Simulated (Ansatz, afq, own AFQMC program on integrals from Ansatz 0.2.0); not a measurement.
AFQMC, coupled cluster and functionals along a coordinate of H2O + Br, doublet

```xyz
4

O    -0.8813   -0.2316    0.0000
H    -1.1306    0.6949    0.0000
H     0.0782   -0.2316    0.0000
Br    1.9337   -0.2316    0.0000
```

A hydrogen atom is moved from one rigid fragment to the other; the O1–H3 distance tells how far. The two fragments are held close together, so this isn't a minimum-energy path and the start is a compressed complex. Energies in eV count from this geometry (0.960 Å) at the same level; the start stands on UHF, each point on the determinant named.

Basis cc-pVTZ. Only valence electrons are correlated. AFQMC by an in-house program on the Cholesky factors that Ansatz 0.2.0 writes for its CCSD(T) run. ph-AFQMC/CISD is guided by a CISD state made of CCSD amplitudes; releasing the constraint for a short imaginary time cuts its bias at the price of noise, slowly where states lie close. Uncertainties: one standard error, sampling alone. No spin–orbit coupling.

Cautions, each for one point or more: inner d shell frozen; no relativity below Rb; no spin-orbit coupling; the ph-AFQMC/CISD walk drifts between its halves; unrestricted determinant slightly spin contaminated.

| r(O1–H3) / Å | det. | T1 | weight | ⟨S²⟩ | CCSD(T) | ph-AFQMC/CISD | released AFQMC | MP2 | wB97M-V |
| --- | --- | --- | --- | --- | --- | --- | --- | --- | --- |
| 1.053 | UHF | 0.016 | 0.87 | 0.78 | 0.198 | 0.200 ± 0.009 | 0.205 ± 0.015 | 0.223 | 0.170 |
| 1.099 | UHF | 0.016 | 0.87 | 0.79 | 0.360 | 0.377 ± 0.009 | 0.356 ± 0.014* | 0.424 | 0.318 |
| 1.146 | UHF | 0.019 | 0.86 | 0.81 | 0.532 | 0.540 ± 0.009 | 0.526 ± 0.013* | 0.669 | 0.477 |
| 1.192 | UHF | 0.024 | 0.86 | 0.82 | 0.685 | 0.685 ± 0.009 | – | 0.903 | 0.619 |
| 1.285 | UHF | 0.027 | 0.85 | 0.80 | 0.894 | 0.884 ± 0.008 | 0.896 ± 0.014 | 1.154 | 0.829 |

Weight is that of the determinant in the CISD state; at the start T1 is 0.018 and the weight 0.87, and ⟨S²⟩ is 0.76. An asterisk marks released energies that aren't shown to be converged. A dash marks a missing value, a released energy that hasn't settled or a functional that sits on another state. Largest departures from phaseless AFQMC with a CISD trial: CCSD(T) -0.017 eV at 1.099 (on UHF) (within the noise), released AFQMC 0.012 eV at 1.285 (on UHF) (within the noise), MP2 0.270 eV at 1.285 (on UHF), wB97M-V -0.066 eV at 1.192. The walk's constraint bias lies outside its error bars, so these are departures and not errors. Functionals count only at points shown to share the start's state and spin.

Some points may be missing: those where a free walk finds a much lower state, and past Zn most of those on another determinant than at the start.

A walk keeps the symmetry of its determinant, which the program's search chose and which needn't be the lowest solution, so a lower state of the same spin and another symmetry isn't excluded.
